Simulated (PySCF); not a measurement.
**Multinuclear NMR of HCF2CH2OH**

Bonds (- single, = double, # triple, : aromatic): O1-C2 1.397 Å, C2-C3 1.531 Å, C3-F4 1.359 Å, C3-F5 1.351 Å. O1 carries H6; C2 carries H7, H8; C3 carries H9.

One conformer, rapidly exchanging positions averaged, relativity neglected, isolated molecule. Geometry: GFN2-xTB; B3LYP/pcJ-1 coupling constants; GIAO PBE0/pcSseg-1 shieldings; PySCF.

(1) Where does 19F resonate?

(2) What are the 17O shifts?

Answers

(1) 
```
atoms              environment  σ (ppm)  δ (ppm)
F4/F5  fluorine of a CF2 group    319.7   -127.9
```

Shieldings were converted by a linear fit to measured shifts: 19F: δ = 146.13 − 0.903σ +14.6 on sp3 carbon (rms 6.0 ppm, 223 shifts, 7.0 ppm with the 5 outliers that the fit left out vs CFCl3, solution or neat liquid). A few per cent of atoms miss by over 2 rms, more outside the fitted compound classes. Couplings are scaled by factors fitted to measured values: 2J(H,H) × 0.95 (rms 1.3 Hz), 3J(H,H) × 0.92 (rms 0.5 Hz), 1J(C,F) × 0.77 (rms 8.7 Hz), 2J(C,F) × 1.14 (rms 1.9 Hz, 10.1 with 1 outliers); all others are unscaled and can be 10–30 % off.

Couplings (the largest are listed; each averaged over equivalent pairs): 1J(C3,F4) = -233.3 Hz, 2J(F4,F5) = 280.1 Hz, 2J(F4,H9) = 62.8 Hz, 2J(C2,F4) = 29.6 Hz, 3J(F4,H7) = 12.3 Hz, 3J(O1,F4) = 3.0 Hz.

On a 400 MHz spectrometer 19F resonates near 376.4 MHz, so 1 ppm is 376.4 Hz.

(2) 
| atoms | environment | σ (ppm) | δ (ppm) |
| --- | --- | --- | --- |
| O1 | alcohol oxygen | 319.4 | -24.3 |

Shieldings were converted by a linear fit to measured shifts: 17O: δ = 266.70 − 0.911σ (rms 10.7 ppm, 155 shifts, 12.2 ppm with the 3 outliers that the fit left out vs liquid water, solution or neat liquid). Occasional misses reach two or three times the rms, and more in compound classes unlike the fitted ones. Couplings are scaled by factors fitted to measured values: 2J(H,H) × 0.95 (rms 1.3 Hz), 3J(H,H) × 0.92 (rms 0.5 Hz), 1J(C,F) × 0.77 (rms 8.7 Hz), 2J(C,F) × 1.14 (rms 1.9 Hz, 10.1 with 1 outliers); all others are unscaled and can be 10–30 % off.

Couplings (the largest are listed; each averaged over equivalent pairs; quadrupolar broadening usually hides them): 1J(O1,C2) = 19.1 Hz, 2J(O1,H7) = -8.2 Hz, 3J(O1,F4) = 3.0 Hz.

On a 600 MHz spectrometer 17O resonates near 81.3 MHz, so 1 ppm is 81.3 Hz.
